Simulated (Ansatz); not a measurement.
Geometry optimisation, Ansatz, UKS CAM-B3LYP/def2-SVP.

input.yaml

```yaml
crystal:
  periodic: [false, false, false]
  atoms:
    - { symbol: B, position_ang: [0.007144, -0.178638, -0.154956] }
    - { symbol: H, position_ang: [0.012473, -0.661651, 0.945085] }
    - { symbol: "N", position_ang: [1.246982, 0.056882, -0.779521] }
    - { symbol: H, position_ang: [2.11771, -0.189059, -0.33084] }
    - { symbol: H, position_ang: [1.36502, 0.503153, -1.679635] }
    - { symbol: "N", position_ang: [-1.237129, 0.129248, -0.735155] }
    - { symbol: H, position_ang: [-2.102335, -0.026451, -0.238242] }
    - { symbol: H, position_ang: [-1.361307, 0.556587, -1.643383] }
    - { symbol: H, position_ang: [-0.048557, -0.190072, 2.746647] }
magnetization:
  spin_polarized: true
  initial_magnetization: 1
basis:
  gaussian: { orbitals: def2-SVP }
hamiltonian:
  xc: cam_b3lyp
relax:
  f_tol: 0.03
  max_steps: 50
```

Launched with:

```bash
$ ansatz run input.yaml --threads 4 --pin off --max-ram 5120MiB --backend cpu --events-out ev --progress --plain --runs-dir out
```

Question: Where does it end, and by what steps?

Answer: The run converged. The force dipped under the threshold on the way, but the program's further checks kept it going. After 9 steps the energy has fallen by 0.039 eV; H9 moved furthest, 0.85 Å.

```tsv
step	energy less start (eV)	largest force component (eV/Å)	accepted
0	0.0000	0.305	yes
1	-0.0095	0.116	yes
2	-0.0231	0.234	yes
3	-0.0317	0.093	yes
4	-0.0337	0.116	yes
5	-0.0384	0.039	yes
6	-0.0389	0.005	yes
7	-0.0393	0.018	yes
8	-0.0392	0.041	no
9	-0.0393	0.011	yes
```

```xyz
9
Properties=species:S:1:pos:R:3
B 0.016 -0.159 -0.247
H 0.027 -0.651 0.859
N 1.251 0.072 -0.889
H 2.131 -0.159 -0.452
H 1.349 0.478 -1.811
N -1.231 0.153 -0.828
H -2.102 -0.021 -0.349
H -1.346 0.565 -1.745
H -0.095 -0.277 3.592
```

Whether the end is a true minimum wasn't checked by a vibrational analysis.

Time of the run: 12 s on 4 threads of Intel(R) Xeon(R) Platinum 8259CL CPU @ 2.50GHz (Skylake/Cascade Lake) (shared host), peak memory 0.2 GiB.
